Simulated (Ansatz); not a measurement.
# SiNH₄+ (SMILES [NH2+]=[SiH2]): one structure at several levels

The task here is to estimate one member of a computed series from the others.

Method: single points in def2-TZVPP; program: Ansatz 0.2.0, Gaussian basis.

Cores are frozen in the correlated methods.

**Where the work starts**

6 atoms, charge 1, spin multiplicity 1.

Atoms are counted from 1 here; the program's logs count them from 0.

Bond lengths: N1–Si2 1.707 Å, N1–H3 1.044 Å, N1–H4 1.016 Å, Si2–H5 1.476 Å, Si2–H6 1.472 Å. Angles: Si2–N1–H3 124.4°, Si2–N1–H4 123.2°, H3–N1–H4 112.3°, N1–Si2–H5 116.9°, N1–Si2–H6 118.1°, H5–Si2–H6 125.0°.

As a file:

```xyz
6
H4NSi
N    -0.0117   -0.8647    0.2089
Si   -0.0112    0.7912   -0.2037
H     0.3216   -1.6294   -0.4187
H    -0.3455   -1.2160    1.1018
H     0.5257    1.1485   -1.5313
H    -0.5265    1.7525    0.7848
```

Set-up of the first run:

run/in.yaml

```yaml
crystal:
  periodic: [false, false, false]
  atoms:
    - {symbol: N, position_ang: [-0.011700, -0.864700, 0.208900]}
    - {symbol: Si, position_ang: [-0.011200, 0.791200, -0.203700]}
    - {symbol: H, position_ang: [0.321600, -1.629400, -0.418700]}
    - {symbol: H, position_ang: [-0.345500, -1.216000, 1.101800]}
    - {symbol: H, position_ang: [0.525700, 1.148500, -1.531300]}
    - {symbol: H, position_ang: [-0.526500, 1.752500, 0.784800]}
basis:
  gaussian: {orbitals: def2-TZVPP}
total_charge: 1
correlation: {method: ccsd_t}
output: {forces: true}
```

No record of the launch command was kept for these runs.

Among the steps run: CCSD(T)/def2-TZVPP; PBE0-D4/def2-TZVPP; wB97M-V/def2-TZVPP; r2SCAN-D4/def2-TZVPP; PBE-D4/def2-TZVPP; wB97X-V/def2-TZVPP; r2SCAN0-D4/def2-TZVPP.

One of the session's tables, all rows but one given; the rest of the session is left out.

```
    method  RMS force component (eV/Å)  angle to CCSD(T) forces (°)
   CCSD(T)                       0.654                    reference
   PBE0-D4                       0.736                          5.6
   wB97M-V                       0.723                          3.8
 r2SCAN-D4                       0.693                          4.4
    PBE-D4                           ?                            ?
   wB97X-V                       0.743                          5.1
r2SCAN0-D4                       0.796                          5.1
```

Q: Estimate the row for PBE-D4 from the others.

**Answer.** RMS force component (eV/Å): 0.600; angle to CCSD(T) forces (°): 14.0. In the column «RMS force component (eV/Å)» it is the lowest.
